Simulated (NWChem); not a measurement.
# H anion

Program: NWChem. Sets without diffuse functions describe the anion's extra electron poorly. GIAO values for the isolated, static molecule; σ is the absolute isotropic shielding.

For level Hartree-Fock/pcSseg-2:

```
Item        Value
----------  -----
σ H1 (ppm)  25.58
```

### Question
What are these values for level Hartree-Fock/pcSseg-3?

### Answer
| Item | Result |
|---|---|
| σ H1 (ppm) | 24.82 |
